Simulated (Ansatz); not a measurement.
We consider fluorite CeO₂, described by PBE in Ansatz (plane waves, PAW).

Run with plane-wave cutoff 520 eV, 8×8×8 k mesh, perturbation theory, no spin polarisation, scalar-relativistic PAW data made under PBE.

Cell (relaxed at this level):

Space group Fm-3m (No. 225); a = b = c = 5.4641 Å, α = β = γ = 90.00°

| atom | site | symmetry | x | y | z |
|---|---|---|---|---|---|
| Ce | 4a | m-3m | 0.0000 | 0.0000 | 0.0000 |
| O | 8c | -43m | 0.2500 | 0.2500 | 0.2500 |
(The calculation used a cell of 3 atoms; values per cell refer to that cell.)

Q: Give the computed electronic dielectric constant ε∞ and static dielectric constant.

A: 
- electronic dielectric constant ε∞: 7.86
- static dielectric constant: 31.7

Measured, for comparison: high-frequency dielectric constant 5.31 (temperature not stated, no zero-point or thermal correction; as tabulated in Toward a consistent prediction of defect chemistry in CeO2 (PMC9835833)). Computed (rounded) less measured: high-frequency dielectric constant +48 %.

Spin–orbit coupling is not included.

Computing time: about 5 core-minutes (a rough figure).

Ansatz is a quantum-chemistry and plane-wave program.
